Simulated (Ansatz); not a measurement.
The same path of F2H2Si (5 atoms, charge 0, multiplicity 1) was run twice with different band settings. Lost on the way: Si1–H2, Si1–F3. Made: H2–F3.

Level of theory: Ansatz 0.2.0, RKS PBE0-D4/def2-SVP.

Relaxed end points:

```xyz
5
Properties=species:S:1:pos:R:3
Si 0.210 0.022 0.201
H 0.186 -0.043 1.681
F 1.746 0.002 -0.288
H -0.454 1.213 -0.375
F -0.505 -1.299 -0.382
```

```xyz
5
Properties=species:S:1:pos:R:3
Si -0.787 0.205 0.179
H 1.486 -0.314 1.518
F 1.422 0.125 0.702
H -0.326 1.117 -0.971
F -0.612 -1.239 -0.592
```

Common settings: movable images 9; climbing image yes; spring 5.0 eV/Å²; optimiser quadratic models (default); start path through a guess of the saddle point; iteration limit 60; end points relaxed.

| run | force threshold |
| --- | --- |
| 1 | 0.05 eV/Å |
| 2 | 0.2 eV/Å |

(1) What does each run give, and how far can it be trusted?

Answers

(1) Run 1: converged after 9 iterations, highest image 3.682 eV above the first end. A vibrational analysis at the climbing image gives one clearly imaginary mode, 1211i cm⁻¹: a first-order saddle point.
Run 2: converged after 8 iterations, highest image 3.682 eV above the first end. The threshold of 0.2 eV/Å is loose, so the images may lie well off the minimum-energy path. Another band between the same ends (9 images) ends at a top of the same energy, where a vibrational analysis finds 1 clearly imaginary mode.
The orbitals stay closed-shell, which can raise the energy where a bond breaks towards radicals; this wasn't checked here.
